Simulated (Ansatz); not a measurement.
Ideal-gas functions of CH$_{3}$AlO, SMILES `[CH3][Al]=[O]` at 500 K and 1 bar, from an Ansatz frequency run at PBE0-D4/def2-TZVP.

Molar mass 58.02 g/mol, point group C3v (symmetry number 3), electronic degeneracy 1, moments of inertia 3.165, 103.163, 103.163 u Å². Harmonic wavenumbers (cm⁻¹, unscaled): 172, 172, 595, 686, 686, 1133, 1216, 1436, 1436, 3056, 3148, 3148.

Use S(trans) = R[1.5 ln M + 2.5 ln T − 1.1517]; rotational temperatures θ = 24.2544 K / I; S(rot) = R[ln(√π/σ · √(T³/θAθBθC)) + 1.5]; for each mode x = 1.438777 ν̃/T, S = R[x/(eˣ − 1) − ln(1 − e⁻ˣ)] and H = RT x/(eˣ − 1); 1 cm⁻¹ = 0.0119627 kJ/mol; R = 8.31446 J/(mol·K).

Question: By hand: the entropy, in J/(mol·K).

Answer: Translation 170.2. Rotation: θ = 7.6633, 0.2351, 0.2351 K, giving 89.2. Vibration, mode by mode: 14.25, 14.25, 4.79, 3.89, 3.89, 1.41, 1.16, 0.69, 0.69, 0.01, 0.01, 0.01, in all 45.1. Electronic 0.0. Sum 304.5 J/(mol·K).

Question: By hand: H − E and G − E in kJ/mol, counted from the electronic energy.

Answer: Zero-point energy ½ × 16884 × 0.0119627 = 101.0; thermal vibration 12.2; translation, rotation and pV give 4 RT = 16.6. H − E = 129.8 kJ/mol, and G − E = 129.8 − 500 × 304.5/1000 = -22.4 kJ/mol.

Vibration gives 15 % of the entropy.
